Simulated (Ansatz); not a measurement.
Born–Oppenheimer molecular dynamics of CH10Si2 (13 atoms, charge 0, multiplicity 1). It starts at the highest image of a converged band. Of that band: Neighbouring images differ by up to 2.4 eV, so the band resolves the path poorly. A vibrational analysis at the climbing image gives one clearly imaginary mode, 1488i cm⁻¹: a first-order saddle point.

Theory: RKS PBE/6-31G* in Ansatz 0.2.0.

```yaml
ensemble: NVE (velocity Verlet)
time_step: 0.5 fs
steps_asked: 200
starting_velocities_drawn_for: 300 K
seed: 11328
```

First frame:

```xyz
13
Properties=species:S:1:pos:R:3
Si 0.250 -0.219 -0.212
Si -0.044 0.061 2.543
H -1.533 0.136 2.731
H 0.510 -0.865 3.597
H 0.540 1.426 2.775
H 1.627 0.262 -0.566
C -0.862 1.334 -0.264
H -1.896 1.139 0.068
H -0.455 2.187 0.304
H -0.905 1.620 -1.336
H -0.492 -1.149 -1.145
H 1.024 -1.663 0.309
H 0.602 -1.066 1.165
```

Q: How far do the bonds stretch over the last three quarters of this one trajectory? (Pairs bonded in most of those frames.)

A: 
```tsv
bond	mean (Å)	spread (Å)	shortest	longest
Si1–Si2	2.438	0.232	2.09	2.75
Si1–H6	1.508	0.009	1.49	1.53
Si1–C7	1.951	0.097	1.79	2.11
Si1–H11	1.512	0.015	1.49	1.54
Si2–H3	1.505	0.011	1.49	1.52
Si2–H4	1.513	0.055	1.43	1.59
Si2–H5	1.504	0.013	1.48	1.52
C7–H8	1.106	0.028	1.06	1.15
C7–H9	1.105	0.024	1.07	1.15
C7–H10	1.107	0.021	1.07	1.15
H12–H13	0.751	0.014	0.73	0.77
```

Mean temperature of the second half: 1835 K. The conserved energy stayed within 0.16 meV per atom of its start (net change 0.051 meV per atom), so the integration is sound. The kinetic energy rose, since the run started high on the potential surface and went downhill. It ends in pieces (CH8Si2 + H2), so much of that is their flight and rotation, not heat. A run of 0.1 ps of so small a system gives no equilibrium averages. The orbitals stay closed-shell, which can raise the energy where a bond breaks towards radicals; this wasn't checked here.

Run time: 4.8 min on 1 thread of Intel(R) Xeon(R) 6975P-C (Granite Rapids) (shared host), peak memory 0.13 GiB.
